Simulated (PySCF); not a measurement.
## Shieldings and the share of exact exchange

Molecule: `FC=C1CC1`, C$_{4}$H$_{5}$F.

Atom-mapped SMILES (the numbers label the heavy atoms): `[F:1][CH:2]=[C:3]1[CH2:4][CH2:5]1` (H(Xn): hydrogen on atom n).

GIAO shieldings (ppm, equivalent atoms averaged) in PySCF 2.14 on the PBE0-D3(BJ)/def2-SVP geometry, basis pcSseg-2, gas phase, non-relativistic:

| functional | exact exchange (%) | σ(F1) | σ(C2) | σ(C5) | σ(C4) |
| --- | --- | --- | --- | --- | --- |
| BLYP | 0 | 280.8 | 21.4 | 169.2 | 170.1 |
| BP86 | 0 | 281.0 | 26.1 | 172.8 | 173.7 |
| PBE | 0 | 278.7 | 25.8 | 173.2 | 174.1 |
| PBE0 | 25 | 304.2 | 31.0 | 179.0 | 180.2 |
| mPW1PW91 | 25 | 304.9 | 30.4 | 178.3 | 179.4 |
| BHandHLYP | 50 | 327.8 | 32.5 | 181.0 | 182.3 |
| HF | 100 | 361.2 | 45.4 | 190.7 | 192.1 |

Problem. Fit each shielding as a line in the percentage of exact exchange.

Solution. σ(F1) = 281.9 + 0.83 x (rms 2.7 ppm); σ(C2) = 24.6 + 0.20 x (rms 1.8 ppm); σ(C5) = 172.4 + 0.19 x (rms 1.6 ppm); σ(C4) = 173.3 + 0.19 x (rms 1.6 ppm). The functionals also differ in their semilocal parts, which the line can't hold; Hartree–Fock has no correlation at all.

Problem. What does the line predict for B3LYP (20 %), and what does the run give?

Solution. σ(F1): 298.5 predicted, 301.7 computed; σ(C2): 28.6 predicted, 25.8 computed; σ(C5): 176.2 predicted, 174.3 computed; σ(C4): 177.1 predicted, 175.5 computed ppm.
